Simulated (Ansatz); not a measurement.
Hydrogen abstraction

Start structure (CH7OSi, doublet), relaxed at PBE0-D4/def2-TZVP:

```
atom    x (Å)    y (Å)    z (Å)
  H1   1.1666  -0.1372  -1.2903
  O2   1.0613   0.0677  -0.3581
  C3   0.7639   1.4429  -0.2263
 Si4  -1.2149  -1.5356   0.2799
  H5   0.6490   1.6424   0.8389
  H6  -0.1713   1.7129  -0.7302
  H7   1.5732   2.0727  -0.6114
  H8  -1.2157  -0.4975   1.3426
  H9  -0.0968  -2.4979   0.4466
 H10  -2.5152  -2.2702   0.3083
```

The step: CH₄O ([CH3][OH]) + SiH₃ → CH₃O ([CH3][O]) + SiH₄; bonds formed: H1–Si4; bonds broken: H1–O2. Computed with Ansatz 0.2.0 (basis: def2-TZVPP and def2-QZVPP); correlated methods freeze the cores; orbitals are unrestricted. Extrapolation: Hartree–Fock as exp(−7.88 √X), correlation as X^−2.97. Energies below are by CCSD(T) at an estimated basis limit (MP2 extrapolated from triple and quadruple zeta, plus CCSD(T) − MP2 in triple zeta).

What are the electronic barrier and the energy of the step, from the start structure to the end structure? (Judge from chemistry; the value comes from the calculation.)

By the calculation: Barrier 24.79 kcal/mol; step energy 16.89 kcal/mol (uphill); reverse barrier, their difference, 7.90 kcal/mol. Barrier and step energy count from the start structure, the reverse barrier from the end structure.

The saddle point: One imaginary mode of 580i cm⁻¹.
```
  pair  start (Å)  saddle (Å)  end (Å)
H1–Si4       3.18        1.57     1.48
 H1–O2       0.96        1.46     3.04
```

Zero-point energy (harmonic, PBE0-D4): ZPE is 46.79 kcal/mol at the start and 42.50 kcal/mol at the saddle, so the barrier goes from 24.79 to 20.50 kcal/mol.

No T1 diagnostic of these runs exceeds 0.022. ⟨S²⟩ of the unrestricted Hartree–Fock references: 0.75 to 0.77 (a pure state has 0.75).

Radical steps of this kind take place in plasma deposition and etching.

Labels in which every atom is bracketed show which atoms are joined, not bond orders.

For scale, one of the runs: CCSD(T)/def2-TZVPP, 202 basis functions (an equivalent command: `ansatz run in.yaml --threads 4`). Hardware: 4 CPU threads, shared host. Wall time 100 s; peak host memory 6.5 GiB.
